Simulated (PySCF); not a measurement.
Molecule: `CC(=O)C1CC1`, C$_{5}$H$_{8}$O.

Molfile (atoms numbered from 1):
```
C5H8O
     RDKit          3D

 14 14  0  0  0  0  0  0  0  0999 V2000
    2.1424   -0.1027   -0.4424 C   0  0  0  0  0  0  0  0  0  0  0  0
    0.8053   -0.3834    0.1907 C   0  0  0  0  0  0  0  0  0  0  0  0
    0.6793   -1.1461    1.1230 O   0  0  0  0  0  0  0  0  0  0  0  0
   -0.3714    0.3211   -0.3989 C   0  0  0  0  0  0  0  0  0  0  0  0
   -1.5177    0.6354    0.5338 C   0  0  0  0  0  0  0  0  0  0  0  0
   -1.6696   -0.4557   -0.4570 C   0  0  0  0  0  0  0  0  0  0  0  0
    2.1219   -0.3928   -1.5054 H   0  0  0  0  0  0  0  0  0  0  0  0
    2.9299   -0.6597    0.0804 H   0  0  0  0  0  0  0  0  0  0  0  0
    2.3608    0.9767   -0.4109 H   0  0  0  0  0  0  0  0  0  0  0  0
   -0.1650    1.0221   -1.2121 H   0  0  0  0  0  0  0  0  0  0  0  0
   -1.3598    0.3449    1.5760 H   0  0  0  0  0  0  0  0  0  0  0  0
   -2.0498    1.5764    0.3753 H   0  0  0  0  0  0  0  0  0  0  0  0
   -1.6185   -1.4821   -0.0840 H   0  0  0  0  0  0  0  0  0  0  0  0
   -2.3071   -0.2980   -1.3303 H   0  0  0  0  0  0  0  0  0  0  0  0
  1  2  1  0
  2  3  2  0
  2  4  1  0
  4  5  1  0
  5  6  1  0
  6  4  1  0
  1  7  1  0
  1  8  1  0
  1  9  1  0
  4 10  1  0
  5 11  1  0
  5 12  1  0
  6 13  1  0
  6 14  1  0
M  END
```

Geometry PBE0-D3(BJ)/def2-SVP throughout; GIAO in PySCF, gas phase, one conformer, non-relativistic; equivalent atoms averaged; functional PBE0.

For orientation, 6-31G gives these absolute shieldings σ: C2 -1.9, C1 166.6, C4 176.5, C5/C6 185.0, O3 -269.0, H7/H8/H9 30.26, H10 30.85, H11/H13 31.29, H12/H14 31.58 ppm.

A run gave: C2 -8.4, C1 163.5, C4 172.8, C5/C6 180.9, O3 -238.7, H7/H8/H9 29.31, H10 29.90, H11/H13 30.49, H12/H14 30.72 ppm (absolute shieldings σ).

Q: Which basis set was used in that run?
A. aug-cc-pVDZ
B. pcSseg-2
C. pcSseg-0
D. cc-pVTZ
E. def2-SVP

A: E. O3 tells them apart best: def2-SVP gives -238.7, pcSseg-0 gives -360.4, aug-cc-pVDZ gives -215.7, pcSseg-2 gives -272.0, cc-pVTZ gives -257.5 ppm.
